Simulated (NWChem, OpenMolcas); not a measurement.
How basis sets differ on PH2F (phosphinous fluoride(8ci,9ci))

PH2F has 4 atoms, charge 0, and is taken as a singlet. SMILES: `FP`. Geometry: relaxed at GFN2-xTB.

```xyz
4

F     1.1605    0.6688   -0.2227
P    -0.0720   -0.3691   -0.4797
H    -1.0539    0.5743   -0.1296
H    -0.0346   -0.8740    0.8319
```

Each level gives the HOMO–LUMO gap (eV). The values are calculated.

```json
{"level": "HF/ANO-S-MB", "kind": "Hartree–Fock", "program": "OpenMolcas", "value (eV)": "16.25"}
{"level": "HF/STO-3G", "kind": "Hartree–Fock", "program": "NWChem", "value (eV)": "19.55"}
{"level": "HF/3-21G", "kind": "Hartree–Fock", "program": "OpenMolcas", "value (eV)": "14.61"}
{"level": "HF/6-31G", "kind": "Hartree–Fock", "program": "OpenMolcas", "value (eV)": "14.13"}
{"level": "HF/def2-SVP", "kind": "Hartree–Fock", "program": "NWChem", "value (eV)": "14.57"}
{"level": "HF/cc-pVTZ", "kind": "Hartree–Fock", "program": "NWChem", "value (eV)": "13.88"}
```

The values span 13.88 to 19.55 eV. A Hartree–Fock LUMO above zero doesn't converge with the basis: it sinks as sets grow more diffuse. Orbital gaps aren't excitation energies.
